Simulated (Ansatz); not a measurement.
**[BCl2]+ (SMILES Cl[B+]Cl) at UBCCD/cc-pVDZ-DK (start density atoms)**

Wanted: a structure relaxation of [BCl2]+. 

The calculation is run with Ansatz 0.2.0.

13 further runs of the same task are left out: 1 that didn't finish, 12 set aside as unsound or not needed.

**1. The structure to begin with**

[BCl2]+: 3 atoms, total charge +1, spin state singlet. As SMILES, `Cl[B+]Cl`. The shape is that of a PBE0-D4/def2-TZVP optimisation. The run starts from this shape.

Bond lengths: Cl1–B2 1.610 Å, B2–Cl3 1.610 Å. Angles: Cl1–B2–Cl3 180.0°.

**2. A geometry optimisation at UBCCD/cc-pVDZ-DK (start density atoms)**

Contents of run.yaml:

```yaml
crystal:
  periodic: [false, false, false]
  atoms:
    - {symbol: Cl, position_ang: [-1.267920, 0.785680, -0.605300]}
    - {symbol: B, position_ang: [0.000010, 0.000020, 0.000000]}
    - {symbol: Cl, position_ang: [1.267910, -0.785700, 0.605290]}
basis:
  gaussian:
    orbitals: cc-pVDZ-DK.json
accuracy: high
magnetization:
  spin_polarized: true
relax:
  f_tol: 0.02
hamiltonian:
  pseudopotentials: {relativity: none}
output: {orbitals: {seedname: orbitals}}
correlation:
  method: bccd
  electrons: outside_noble_gas
total_charge: 1
```

The basis set cc-pVDZ-DK is read from a file made from the Basis Set Exchange's data (not shown).

On the command line:

```console
ansatz run run.yaml --threads 1 --pin off --max-ram 3480MiB --events-out events.jsonl --progress --plain --runs-dir runs
```

What it wrote:

```text
Warning: RAYON_NUM_THREADS=1 ignored (pool sized by the plan → 1); use --threads N
The last accepted step is kept in runs//last_step.txt (removed where the run ends without a failure and the disk answers)
[... 11 lines left out ...]
11 core orbitals not correlated: weight in the atoms' cores, before any rotation towards them, 1.000 or more for the frozen orbitals, at most 0.000 for the correlated occupied ones
[... 47 lines left out ...]
WARN: the results are in doubt because the basis set is contracted for relativity, which is off
[... 31 lines left out ...]
11 core orbitals not correlated: weight in the atoms' cores, before any rotation towards them, 1.000 or more for the frozen orbitals, at most 0.000 for the correlated occupied ones
[... 27 lines left out ...]
Dipole moment:     0.000004     0.000007     0.000001 e Å
In doubt: the basis set is contracted for relativity, which is off
```

Wall time 62 s (1 thread of Arm Neoverse V1, shared host); peak memory 0.34 GiB.

Steps, from the record of the run:

```tsv
step	energy from the first frame kept (eV)	largest force (eV/Å)
1	0.0000	0.8948
2	-0.0140	0.4143
3	-0.0179	0.0135
```

After the run. Bond lengths: Cl1–B2 1.630 Å, B2–Cl3 1.630 Å. Angles: Cl1–B2–Cl3 180.0°.

**3. Results**

Level: UBCCD/cc-pVDZ-DK (start density atoms), 11 core orbitals frozen.

| quantity | value |
| --- | --- |
| total energy at the end | -943.08743 Eh |
| HOMO energy (Hartree–Fock orbitals) | -20.32 eV |
| LUMO energy (Hartree–Fock orbitals) | -4.43 eV |
| HOMO–LUMO gap (Hartree–Fock orbitals) | 15.90 eV |
| correlation energy (11 core orbitals frozen) | -358.9 mEh |

At the final geometry: Bond lengths: Cl1–B2 1.630 Å, B2–Cl3 1.630 Å. Angles: Cl1–B2–Cl3 180.0°. The optimisation took 2 steps and changed the energy by -0.018 eV. The basis was made for a relativistic Hamiltonian, but the run is non-relativistic.
